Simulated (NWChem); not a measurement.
Everything below was run with NWChem. System: C2H6OS, charge 0, spin multiplicity 3, at the geometry of a parent with another charge or spin, in a state set for the comparison that need not be this species' ground state. Its SCF solution wasn't tested for a lower state. Level: UBLYP/def2-SVP.

The NWChem input:

```
start mol
memory heap 200 mb stack 900 mb global 1100 mb
geometry units angstroms nocenter noautoz
  C     -0.661296     0.521815    -1.372475
  S      0.503949     0.096677     0.000000
  C     -0.661296     0.521815     1.372475
  O      0.636018    -1.414714     0.000000
  H     -0.137370     0.248382    -2.307720
  H     -0.898249     1.604150    -1.367746
  H     -1.572274    -0.097983    -1.258098
  H     -1.572274    -0.097983     1.258098
  H     -0.137370     0.248382     2.307720
  H     -0.898249     1.604150     1.367746
  symmetry group Cs
end
basis spherical
  * library def2-svp
end
dft
  xc becke88 lyp
  odft
  mult 3
  semidirect memsize 60000000 filesize 0
  iterations 100
end
task dft energy
```

Part of the output:

```
             Northwest Computational Chemistry Package (NWChem) 7.3.0
             --------------------------------------------------------

                                NWChem Input Module
                                -------------------

 Scaling coordinates for geometry "geometry" by  1.889725989
 (inverse scale =  0.529177249)

 Turning off AUTOSYM since
 SYMMETRY directive was detected!

                             Geometry "geometry" -> ""
                             -------------------------

 Output coordinates in angstroms (scale by  1.889725989 to convert to a.u.)

  No.       Tag          Charge          X              Y              Z
 ---- ---------------- ---------- -------------- -------------- --------------
    1 C                    6.0000    -0.66129600     0.52181500    -1.37247500
    2 S                   16.0000     0.50394900     0.09667700     0.00000000
    3 C                    6.0000    -0.66129600     0.52181500     1.37247500
    4 O                    8.0000     0.63601800    -1.41471400     0.00000000
    5 H                    1.0000    -0.13737000     0.24838200    -2.30772000
    6 H                    1.0000    -0.89824900     1.60415000    -1.36774600
    7 H                    1.0000    -1.57227400    -0.09798300    -1.25809800
    8 H                    1.0000    -1.57227400    -0.09798300     1.25809800
    9 H                    1.0000    -0.13737000     0.24838200     2.30772000
   10 H                    1.0000    -0.89824900     1.60415000     1.36774600

 Effective nuclear repulsion energy (a.u.)     180.7119133638

            Nuclear Dipole moment (a.u.)
            ----------------------------
        X                 Y               Z
 ---------------- ---------------- ----------------
    -0.0000188973    -0.0000037795     0.0000000000

      Symmetry information
      --------------------

 Group name             Cs
 Group number              2
 Group order               2
 No. of unique centers     6

      Symmetry unique atoms

     1    2    4    5    6    7


 Summary of "ao basis" -> "" (spherical)
 ------------------------------------------------------------------------------
       Tag                 Description            Shells   Functions and Types
 ---------------- ------------------------------  ------  ---------------------
 *                          def2-svp                  on all atoms

                                 NWChem DFT Module
                                 -----------------

 Summary of "ao basis" -> "ao basis" (spherical)
 ------------------------------------------------------------------------------
       Tag                 Description            Shells   Functions and Types
 ---------------- ------------------------------  ------  ---------------------
 C                          def2-svp                 6       14   3s2p1d
 S                          def2-svp                 8       18   4s3p1d
 O                          def2-svp                 6       14   3s2p1d
 H                          def2-svp                 3        5   2s1p

 Summary of "ao basis" -> "ao basis" (spherical)
 ------------------------------------------------------------------------------
       Tag                 Description            Shells   Functions and Types
 ---------------- ------------------------------  ------  ---------------------
 C                          def2-svp                 6       14   3s2p1d
 S                          def2-svp                 8       18   4s3p1d
 O                          def2-svp                 6       14   3s2p1d
 H                          def2-svp                 3        5   2s1p

      Symmetry analysis of basis
      --------------------------

        a'         52
        a"         38

            General Information
            -------------------
          SCF calculation type: DFT
          Wavefunction type:  spin polarized.
          No. of atoms     :    10
          No. of electrons :    42
           Alpha electrons :    22
            Beta electrons :    20
          Charge           :     0
          Spin multiplicity:     3
          Use of symmetry is: on ; symmetry adaption is: on
          Maximum number of iterations: 100
          AO basis - number of functions:    90
                     number of shells:    44
          Convergence on energy requested:  1.00D-06
          Convergence on density requested:  1.00D-05
          Convergence on gradient requested:  5.00D-04

              XC Information
              --------------
                    Becke 1988 Exchange Functional  1.000
              Lee-Yang-Parr Correlation Functional  1.000

             Grid Information
             ----------------
          Grid used for XC integration:  medium
          Radial quadrature: Mura-Knowles
          Angular quadrature: Lebedev.
          Tag              B.-S. Rad. Rad. Pts. Rad. Cut. Ang. Pts.
          ---              ---------- --------- --------- ---------
          C                   0.70       49          10.0       434
          S                   1.00       88           8.0       590
          O                   0.60       49          10.0       434
          H                   0.35       45          12.0       434
          Grid pruning is: on
          Number of quadrature shells:   321
          Spatial weights used:  Erf1

          Convergence Information
          -----------------------
          Convergence aids based upon iterative change in
          total energy or number of iterations.
          Levelshifting, if invoked, occurs when the
[...]
     4      0.154745   1 C  px               36      0.154745   3 C  px
    17     -0.150320   2 S  s                19     -0.147947   2 S  px

 Vector   22  Occ=1.000000D+00  E=-6.387480D-03  Symmetry=a"
              MO Center=  1.1D-01,  1.6D-01,  6.3D-15, r^2= 3.4D+00
   Bfn.  Coefficient  Atom+Function         Bfn.  Coefficient  Atom+Function
  ----- ------------  ---------------      ----- ------------  ---------------
    27      1.010411   2 S  pz                3      1.000563   1 C  s
    35     -1.000563   3 C  s                72     -0.388310   7 H  s
    77      0.388310   8 H  s                24      0.332883   2 S  pz
     9      0.281155   1 C  pz               41      0.281155   3 C  pz
    62     -0.234711   5 H  s                82      0.234711   9 H  s

 Vector   23  Occ=0.000000D+00  E= 2.112774D-03  Symmetry=a'
              MO Center=  3.7D-01,  7.5D-02, -1.7D-15, r^2= 2.6D+00
   Bfn.  Coefficient  Atom+Function         Bfn.  Coefficient  Atom+Function
  ----- ------------  ---------------      ----- ------------  ---------------
    26      0.981837   2 S  py               49      0.592470   4 O  s
    54      0.438866   4 O  py               25     -0.420888   2 S  px
    51      0.323105   4 O  py               23      0.282716   2 S  py
     3     -0.262638   1 C  s                35     -0.262638   3 C  s
    72      0.241709   7 H  s                77      0.241709   8 H  s

 Vector   24  Occ=0.000000D+00  E= 2.808833D-02  Symmetry=a'
              MO Center= -1.1D+00,  8.1D-01,  1.3D-14, r^2= 6.0D+00
   Bfn.  Coefficient  Atom+Function         Bfn.  Coefficient  Atom+Function
  ----- ------------  ---------------      ----- ------------  ---------------
     3      1.541682   1 C  s                35      1.541682   3 C  s
    67     -0.911581   6 H  s                87     -0.911581  10 H  s
    72     -0.785377   7 H  s                77     -0.785377   8 H  s
    62     -0.563781   5 H  s                82     -0.563781   9 H  s
     7     -0.299091   1 C  px               39     -0.299091   3 C  px

 Vector   25  Occ=0.000000D+00  E= 4.074842D-02  Symmetry=a'
              MO Center= -4.0D-01,  4.2D-01, -4.6D-15, r^2= 3.7D+00
   Bfn.  Coefficient  Atom+Function         Bfn.  Coefficient  Atom+Function
  ----- ------------  ---------------      ----- ------------  ---------------
    18      1.213650   2 S  s                25     -0.822879   2 S  px
     3     -0.817169   1 C  s                35     -0.817169   3 C  s
     7     -0.476167   1 C  px               39     -0.476167   3 C  px
    67      0.448374   6 H  s                87      0.448374  10 H  s
    17      0.443452   2 S  s                 9     -0.428668   1 C  pz

                     DFT Final Beta Molecular Orbital Analysis
                     -----------------------------------------

 Vector   18  Occ=1.000000D+00  E=-3.289161D-01  Symmetry=a"
              MO Center= -2.7D-01,  2.4D-01, -2.4D-15, r^2= 4.0D+00
   Bfn.  Coefficient  Atom+Function         Bfn.  Coefficient  Atom+Function
  ----- ------------  ---------------      ----- ------------  ---------------
     6      0.287762   1 C  pz               38      0.287762   3 C  pz
    61     -0.269851   5 H  s                81      0.269851   9 H  s
    24     -0.202798   2 S  pz               52     -0.184863   4 O  pz
    27     -0.169537   2 S  pz               62     -0.132030   5 H  s
    82      0.132030   9 H  s                 9      0.125618   1 C  pz

 Vector   19  Occ=1.000000D+00  E=-3.116947D-01  Symmetry=a'
              MO Center=  2.8D-01, -4.2D-01, -1.8D-16, r^2= 2.8D+00
   Bfn.  Coefficient  Atom+Function         Bfn.  Coefficient  Atom+Function
  ----- ------------  ---------------      ----- ------------  ---------------
    50      0.369393   4 O  px               25      0.288094   2 S  px
    53      0.252438   4 O  px               22      0.235443   2 S  px
    18      0.164156   2 S  s                71      0.160230   7 H  s
    76      0.160230   8 H  s                23      0.158491   2 S  py
    51     -0.155635   4 O  py               19      0.133053   2 S  px

 Vector   20  Occ=1.000000D+00  E=-2.366928D-01  Symmetry=a"
              MO Center=  3.2D-01, -8.0D-01,  6.2D-15, r^2= 2.3D+00
   Bfn.  Coefficient  Atom+Function         Bfn.  Coefficient  Atom+Function
  ----- ------------  ---------------      ----- ------------  ---------------
    52      0.551728   4 O  pz               55      0.412161   4 O  pz
     3      0.175990   1 C  s                35     -0.175990   3 C  s
     6      0.165562   1 C  pz               38      0.165562   3 C  pz
     4      0.116756   1 C  px               36     -0.116756   3 C  px
    24     -0.108720   2 S  pz               29     -0.100203   2 S  d -1

 Vector   21  Occ=0.000000D+00  E=-1.905422D-01  Symmetry=a'
              MO Center=  4.5D-01, -4.9D-01, -2.6D-15, r^2= 2.4D+00
   Bfn.  Coefficient  Atom+Function         Bfn.  Coefficient  Atom+Function
  ----- ------------  ---------------      ----- ------------  ---------------
    50      0.469078   4 O  px               53      0.385141   4 O  px
    18     -0.326627   2 S  s                22     -0.239734   2 S  px
    25     -0.234446   2 S  px               26     -0.219623   2 S  py
     3      0.195224   1 C  s                35      0.195224   3 C  s
    17     -0.147058   2 S  s                72     -0.136529   7 H  s

 Vector   22  Occ=0.000000D+00  E= 2.260129D-02  Symmetry=a'
              MO Center=  3.2D-01,  1.0D-01,  4.1D-15, r^2= 2.8D+00
   Bfn.  Coefficient  Atom+Function         Bfn.  Coefficient  Atom+Function
  ----- ------------  ---------------      ----- ------------  ---------------
    26      0.948975   2 S  py               49      0.599835   4 O  s
    54      0.447892   4 O  py               25     -0.370939   2 S  px
    51      0.329620   4 O  py               18     -0.317690   2 S  s
    67     -0.311640   6 H  s                87     -0.311640  10 H  s
    23      0.270797   2 S  py               72      0.220680   7 H  s

 Vector   23  Occ=0.000000D+00  E= 3.093774D-02  Symmetry=a'
              MO Center= -1.1D+00,  7.9D-01, -6.8D-13, r^2= 6.2D+00
   Bfn.  Coefficient  Atom+Function         Bfn.  Coefficient  Atom+Function
  ----- ------------  ---------------      ----- ------------  ---------------
     3      1.560521   1 C  s                35      1.560521   3 C  s
    67     -0.895827   6 H  s                87     -0.895827  10 H  s
    72     -0.776455   7 H  s                77     -0.776455   8 H  s
    62     -0.610590   5 H  s                82     -0.610590   9 H  s
     7     -0.278349   1 C  px               39     -0.278349   3 C  px

   alpha - beta orbital overlaps
   -----------------------------

   alpha      1      2      3      4      5      6      7      8      9     10
    beta      1      2      3      4      5      6      7      8      9     10
 overlap   1.000  1.000  1.000  1.000  1.000  0.993  0.993  1.000  0.999  0.998

   alpha     11     12     13     14     15     16     17     18     19     20
    beta     11     12     13     14     15     17     16     19     18     20
 overlap   0.999  0.993  0.914  0.911  0.988  0.957  0.995  0.962  0.992  1.000

   alpha     21     22     23     24     25     26     27     28     29     30
    beta     21     24     22     23     25     26     27     28     29     30
 overlap   0.992  0.981  0.990  0.995  0.991  0.990  0.989  0.980  0.997  0.996

   alpha     31     32     33     34     35     36     37     38     39     40
    beta     31     32     33     34     35     36     37     38     39     41
 overlap   0.999  0.992  0.992  0.993  0.996  0.994  0.999  0.960  0.939  0.988

   alpha     41     42     43     44     45     46     47     48     49     50
    beta     40     43     42     44     45     46     48     47     49     50
 overlap   0.942  0.953  0.929  0.927  0.992  0.987  0.991  0.991  0.989  0.999

   alpha     51     52     53     54     55     56     57     58     59     60
    beta     51     52     53     54     55     56     57     58     60     59
 overlap   0.997  0.844  0.844  0.894  0.893  0.999  0.999  0.999  0.999  0.999

   alpha     61     62     63     64     65     66     67     68     69     70
    beta     61     62     63     64     65     66     67     68     69     70
 overlap   0.987  0.987  1.000  1.000  0.999  1.000  1.000  1.000  0.999  0.997

   alpha     71     72     73     74     75     76     77     78     79     80
    beta     71     72     73     74     75     76     77     78     79     80
 overlap   0.997  0.999  0.999  1.000  1.000  0.999  0.999  1.000  1.000  0.976

   alpha     81     82     83     84     85     86     87     88     89     90
    beta     81     82     83     85     84     86     87     88     89     90
 overlap   0.992  0.977  0.993  0.996  0.998  0.997  1.000  1.000  1.000  1.000

     --------------------------
     Expectation value of S2:
     --------------------------
      <S2> =      2.0032 (Exact =     2.0000)

 center of mass
 --------------
 x =   0.12493315 y =  -0.08422658 z =   0.00000000

 moments of inertia (a.u.)
 ------------------
         381.839555370055          84.094361807780          -0.000000000000
          84.094361807780         336.736356707211           0.000000000000
          -0.000000000000           0.000000000000         269.306605354449

     Multipole analysis of the density
     ---------------------------------

     L   x y z        total         alpha         beta         nuclear
     -   - - -        -----         -----         ----         -------
     0   0 0 0     -0.000000    -22.000000    -20.000000     42.000000

     1   1 0 0     -0.277019     -0.728793      0.451793     -0.000019
     1   0 1 0      0.790917      0.753575      0.037346     -0.000004
     1   0 0 1      0.000000     -0.000000      0.000000      0.000000

     2   2 0 0    -25.151708    -50.718430    -42.793691     68.360413
     2   1 1 0      1.101656     24.997392     23.248079    -47.143815
     2   1 0 1      0.000000     -0.000000      0.000000      0.000000
     2   0 2 0    -25.733880    -60.456797    -53.545016     88.267934
     2   0 1 1      0.000000      0.000000      0.000000      0.000000
     2   0 0 2    -24.567058    -87.362657    -80.627179    143.422778

 Task  times  cpu:       11.2s     wall:       11.2s

 Total times  cpu:       11.2s     wall:       11.2s
```
